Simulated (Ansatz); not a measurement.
# Volume per atom of Pt (model structure, started from the beta-Sn type, I4₁/amd, No. 141, 2 atoms in the cell) at several levels of theory

No measured value is used here.

```
level (code)         value (Å³/atom)
-------------------  ---------------
PBE (Ansatz)                   17.17
PBEsol (Ansatz)                16.47
PBE-D3(BJ) (Ansatz)            16.65
r²SCAN (Ansatz)                16.80
```

The crystal itself was run without spin with PBE, PBEsol, PBE-D3(BJ), r²SCAN; a magnetic state was not tried in these runs. Density-functional levels without +SOC have no spin–orbit coupling. Ansatz's density-functional and Hartree–Fock values are scalar-relativistic unless marked +SOC, with PAW data made under PBE.

A model structure was made by putting elements into a prototype or built by hand; it is no filed structure, need not be a known phase, and can be a saddle point held by its symmetry.

Ansatz is a quantum-chemistry and plane-wave program.
